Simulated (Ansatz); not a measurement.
1T (CdI2-type) HfS2, treated with PBE0-D4 in Ansatz (plane waves, PAW).

Numerical settings: plane-wave cutoff 520 eV, 12×12×4 k mesh (along the axes of the cell as run), Fermi–Dirac smearing 0.01 eV, scalar-relativistic PAW data made under PBE.

Starting structure:

```
HfS2
1.0
    3.63000     0.00000     0.00000
   -1.81500     3.14367     0.00000
    0.00000     0.00000     5.85000
Hf S
1 2
Direct
  0.00000   0.00000   0.00000
  0.33333   0.66667   0.25000
  0.66667   0.33333   0.75000
```

Problem. Into what structure does the relaxation of cell and atoms lead at this level, with the symmetry of the start kept?

Solution. The volume drops by 0.5 %; final space group P-3m1.
```
HfS2
1.0
    3.61902     0.00000     0.00000
   -1.80951     3.13417     0.00000
    0.00000     0.00000     5.85323
Hf S
1 2
Direct
  0.00000   0.00000   0.00000
  0.33333   0.66667   0.24578
  0.66667   0.33333   0.75422
```

Ansatz is a quantum-chemistry and plane-wave program.
